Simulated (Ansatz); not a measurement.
# CH₅SSi+ (SMILES [SiH3]C=[SH+]): single points off equilibrium

One table from this session's results is given with a row withheld; the runs are named, their logs left out.

Program: Ansatz 0.2.0, Gaussian basis. Level of theory: single points in def2-TZVPP. These are calculated values, not measurements.

Cores are frozen in the correlated methods.

## Starting geometry

SMILES `[SiH3]C=[SH+]`, 8 atoms, charge 1, spin multiplicity 1.

Atoms are counted from 1 here; the program's logs count them from 0.

Bond lengths: Si1–C2 2.062 Å, Si1–H4 1.496 Å, Si1–H5 1.461 Å, Si1–H6 1.366 Å, C2–S3 1.452 Å, C2–H7 1.101 Å, S3–H8 1.376 Å. Angles: C2–Si1–H4 99.0°, C2–Si1–H5 102.7°, C2–Si1–H6 99.5°, H4–Si1–H5 115.4°, H4–Si1–H6 114.7°, H5–Si1–H6 120.2°, Si1–C2–S3 129.6°, Si1–C2–H7 111.6°, S3–C2–H7 118.8°, C2–S3–H8 105.9°.

Coordinates:

```xyz
8
CH5SSi
Si   -0.6109    0.9588   -0.2452
C     0.8425   -0.5007   -0.1388
S     0.8478   -1.7480    0.6050
H    -1.7421    0.1272   -0.7617
H    -0.0440    1.9082   -1.1999
H    -0.6998    1.2849    1.0780
H     1.6905   -0.2767   -0.8036
H    -0.3203   -1.7570    1.3324
```

Set-up of the first run:

run/in.yaml

```yaml
crystal:
  periodic: [false, false, false]
  atoms:
    - {symbol: Si, position_ang: [-0.610900, 0.958800, -0.245200]}
    - {symbol: C, position_ang: [0.842500, -0.500700, -0.138800]}
    - {symbol: S, position_ang: [0.847800, -1.748000, 0.605000]}
    - {symbol: H, position_ang: [-1.742100, 0.127200, -0.761700]}
    - {symbol: H, position_ang: [-0.044000, 1.908200, -1.199900]}
    - {symbol: H, position_ang: [-0.699800, 1.284900, 1.078000]}
    - {symbol: H, position_ang: [1.690500, -0.276700, -0.803600]}
    - {symbol: H, position_ang: [-0.320300, -1.757000, 1.332400]}
basis:
  gaussian: {orbitals: def2-TZVPP}
total_charge: 1
correlation: {method: ccsd_t}
output: {forces: true}
```

On the command line:

```console
$ ansatz run in.yaml --threads 4 --pin off --events-out ev --progress --plain --max-ram 5222MiB
```

Among the steps run: CCSD(T)/def2-TZVPP; PBE0-D4/def2-TZVPP; wB97M-V/def2-TZVPP; r2SCAN-D4/def2-TZVPP; PBE-D4/def2-TZVPP; r2SCANh-D4/def2-TZVPP; LC-wPBE/def2-TZVPP.

One of the session's tables, all rows but one given; the rest of the session is left out.

| method | RMS force component (eV/Å) | angle to CCSD(T) forces (°) |
| --- | --- | --- |
| CCSD(T) | 3.252 | reference |
| PBE0-D4 | ? | ? |
| wB97M-V | 3.047 | 1.1 |
| r2SCAN-D4 | 3.092 | 1.9 |
| PBE-D4 | 3.135 | 3.5 |
| r2SCANh-D4 | 3.067 | 1.6 |
| LC-wPBE | 2.980 | 2.4 |

Estimate the missing values for PBE0-D4.

As computed: RMS force component (eV/Å): 3.060; angle to CCSD(T) forces (°): 1.9. In the column «RMS force component (eV/Å)» it lies between wB97M-V (3.047) and r2SCANh-D4 (3.067).

Limits of these values: The reference is not at the basis limit: in triple zeta CCSD(T) underbinds, which counts against methods that bind more; the gaps are no ranking.
